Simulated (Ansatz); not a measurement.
## How far each method lies from full CI for PH$_{4}$⁺, singlet

Geometry: displaced at random from a stationary point.

```xyz
5

P     0.0031   -0.0001    0.0047
H     0.8094    0.7940    0.8021
H    -0.7608   -0.7631    0.7598
H    -0.8589    0.7873   -0.8318
H     0.7152   -0.8147   -0.8754
```

Basis 6-31G; Ansatz 0.2.0. Only valence electrons are correlated (noble-gas cores frozen), which leaves 8 electrons in 16 orbitals. R marks a restricted (for open shells ROHF) determinant. Active spaces: valence = (8e, 8o) chosen from the atoms' valence shells.

Full CI is exact within this basis and frozen core; it isn't the basis-set limit.

- UHF ⟨S²⟩: 0.000
- T1 diagnostic (RCCSD): 0.0039
- largest doubles amplitude (RCCSD): 0.062

```json
{"level": "RHF", "E − E(full CI) (mEh)": "91.01", "share of correlation (%)": "0.00", "wall time": "–"}
{"level": "RMP2", "E − E(full CI) (mEh)": "24.52", "share of correlation (%)": "73.06", "wall time": "–"}
{"level": "CISD", "E − E(full CI) (mEh)": "4.22", "share of correlation (%)": "95.36", "wall time": "0.31 s"}
{"level": "RCCSD", "E − E(full CI) (mEh)": "0.99", "share of correlation (%)": "98.91", "wall time": "–"}
{"level": "RCCSD(T)", "E − E(full CI) (mEh)": "0.24", "share of correlation (%)": "99.73", "wall time": "0.24 s"}
{"level": "BCCD(T)", "E − E(full CI) (mEh)": "0.24", "share of correlation (%)": "99.74", "wall time": "0.59 s"}
{"level": "RCCSDT", "E − E(full CI) (mEh)": "0.03", "share of correlation (%)": "99.96", "wall time": "–"}
{"level": "CISDTQ", "E − E(full CI) (mEh)": "0.08", "share of correlation (%)": "99.91", "wall time": "0.96 s"}
{"level": "RCCSDT(Q)", "E − E(full CI) (mEh)": "0.00", "share of correlation (%)": "100.00", "wall time": "0.32 s"}
{"level": "RCCSDTQ", "E − E(full CI) (mEh)": "0.00", "share of correlation (%)": "100.00", "wall time": "2.4 s"}
{"level": "CASSCF (valence space)", "E − E(full CI) (mEh)": "19.75", "share of correlation (%)": "78.30", "wall time": "–"}
{"level": "NEVPT2 (valence space)", "E − E(full CI) (mEh)": "4.77", "share of correlation (%)": "94.76", "wall time": "2.6 s"}
{"level": "MRCISD (valence space)", "E − E(full CI) (mEh)": "0.47", "share of correlation (%)": "99.49", "wall time": "–"}
{"level": "MRCISD+Q (valence space)", "E − E(full CI) (mEh)": "0.26", "share of correlation (%)": "99.72", "wall time": "3.3 s"}
```

The correlation energy at full CI, counted from RHF, is -2.476 eV. That run took 17 s on 1 thread of Arm Neoverse V1, shared host over 3,312,400 determinants.

Times hold each run's SCF and search for its determinant on a shared host, so for small cases they say little of a method's own cost; they ran on 1 thread of Arm Neoverse V1.

The full-CI state has the irrep A of C1, in the program's axes.

Natural occupations of full CI about the gap: 1.983 1.969 1.966 1.963 0.030 0.028 0.024 0.022 0.004 0.004; effectively unpaired electrons, Σ n²(2−n)², 0.03.
